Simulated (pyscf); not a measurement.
Elementary routes open to H₃Si–Si(SiH₃)(SiH₃)–Cl (SMILES [SiH3][Si]([SiH3])([SiH3])Cl) + CH₃• (SMILES [CH3]) in the gas phase (doublet surface):
A. •H₂Si–Si(SiH₃)(SiH₃)–Cl (SMILES [SiH2][Si]([SiH3])([SiH3])Cl) + CH₄ (SMILES C) (H–Si broken; C–H formed)
B. H₃Si–Si•(SiH₃)–Cl (SMILES [SiH3][Si]([SiH3])Cl) + H₃C–SiH₃ (SMILES C[SiH3]) (Si–Si broken; C–Si formed)

PySCF, gas phase, ωB97X-D3(BJ)/def2-SVP geometries.

Q: Rank the routes by free-energy barrier at 600 K, lowest first, for ωB97M-D3(BJ)/def2-TZVP energies (ideal gas, 1 atm, RRHO with modes under 100 cm⁻¹ raised to 100, one conformer, R ln 2 for chiral ones without a mode under 150 cm⁻¹).

A: A (24.4 kcal/mol), B (27.6 kcal/mol)

Route A is the fastest of these, ahead of the next by 3.2 kcal/mol. The most stable products are those of B (ΔG = -18.6 kcal/mol), whose barrier is 3.2 kcal/mol higher: the kinetic and the thermodynamic product differ. At 1200 K A is still the fastest. Only these routes are compared; each barrier is that of the saddle found, and lower ones may exist.
